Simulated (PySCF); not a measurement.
## Working with the constants of F₂

RHF-CCSD(T) constants of F₂, ¹Σg⁺ (singlet), closed shell (F def2-SVP; no relativity (PySCF 2.14); masses 18.9984 and 18.9984 u):

```
ωe              : 834.0 cm⁻¹
ωexe            : 13.6 cm⁻¹
Be              : 0.86152 cm⁻¹
αe              : 0.0147 cm⁻¹
D (centrifugal) : 3.68e-06 cm⁻¹
De to F + F     : 1.27 eV
```

Question: Give the vibrational terms G(v) and spacings up to v = 6.

Answer: G(v) = ωe(v+½) − ωexe(v+½)².

```
v  G(v) (cm⁻¹)  G(v) − G(v−1)  Bv (cm⁻¹)
0          414                    0.8542
1         1220            807     0.8395
2         2000            780     0.8248
3         2752            752     0.8101
4         3478            725     0.7954
5         4176            698     0.7807
6         4846            671     0.7660
```

Question: How well does the Morse estimate ωe²/(4ωexe) reproduce De, and what is D0?

Answer: It gives 1.59 eV, 125 % of the computed De. D0 = De − G(0) = 1.27 − 0.05 = 1.22 eV.

Correlated steps freeze 2 core orbitals. Correlated levels converge slowly with the basis: in double zeta they bind strong bonds too weakly, by up to about 1 eV, and carry superposition errors of some tenths. Where the molecule has an RHF reference, its open-shell atoms are computed with UHF.
